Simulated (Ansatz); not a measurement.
B2ClH3 (`BBCl`). Total charge 0; spin multiplicity 1.

```xyz
6

B     0.702   -0.450    0.269
B    -0.503    0.532   -0.292
Cl   -2.155   -0.039   -0.157
H     1.232   -1.262   -0.435
H     1.083   -0.393    1.404
H    -0.359    1.611   -0.789
```

Problem. List the harmonic frequencies (cm⁻¹, unscaled) at PBE0-D4/def2-TZVP in Ansatz. (An estimate is asked.)

Solution. Ansatz gave: 161, 323, 448, 706, 868, 871, 958, 1083, 1187, 2577, 2621, 2648.

Problem. Is this a minimum?

Solution. Yes, all 12 modes are real.

Problem. Give the ideal-gas thermochemistry at 298.15 K and 1 bar (rigid rotor, harmonic oscillator; point group Cs, symmetry number 1).

Solution. Zero-point energy 86.4 kJ/mol; H(298) − E = 100.6 kJ/mol; entropy 279.9 J/(mol·K), of which translation 159.9, rotation 97.1, vibration 22.9; G(298) − E = 17.1 kJ/mol.
